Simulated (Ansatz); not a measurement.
Born–Oppenheimer molecular dynamics of CH6Si (8 atoms, charge 0, multiplicity 1). It starts from a relaxed structure.

Level of theory: RKS PBE/def2-SVP (Ansatz 0.2.0).

| Item | Value |
| --- | --- |
| ensemble | NVE (velocity Verlet) |
| time step | 0.5 fs |
| steps asked | 100 |
| starting velocities drawn for | 400 K |
| seed | 405827 |

First frame:

```xyz
8
Properties=species:S:1:pos:R:3
Si -0.001 0.000 0.001
H -0.044 -0.260 1.484
C 1.782 0.000 -0.629
H 2.268 -0.978 -0.437
H 1.815 0.192 -1.720
H 2.379 0.786 -0.124
H -0.661 1.329 -0.262
H -0.811 -1.069 -0.686
```

Problem. How far do the bonds stretch over the last three quarters of this one trajectory? (Pairs bonded in most of those frames.)

Solution. 
| bond | mean (Å) | spread (Å) | shortest | longest |
| --- | --- | --- | --- | --- |
| Si1–H2 | 1.517 | 0.075 | 1.41 | 1.62 |
| Si1–C3 | 1.887 | 0.015 | 1.86 | 1.91 |
| Si1–H7 | 1.506 | 0.010 | 1.49 | 1.52 |
| Si1–H8 | 1.507 | 0.002 | 1.50 | 1.51 |
| C3–H4 | 1.110 | 0.011 | 1.09 | 1.13 |
| C3–H5 | 1.114 | 0.013 | 1.09 | 1.13 |
| C3–H6 | 1.113 | 0.015 | 1.09 | 1.14 |

Mean temperature of the second half: 205 K. The conserved energy stayed within 0.21 meV per atom of its start (net change 0.16 meV per atom), so the integration is sound. A run of 0.05 ps of so small a system gives no equilibrium averages.

The run took 110 s on 1 thread of Arm Neoverse V2, with other jobs on the host, peak memory 0.089 GiB.
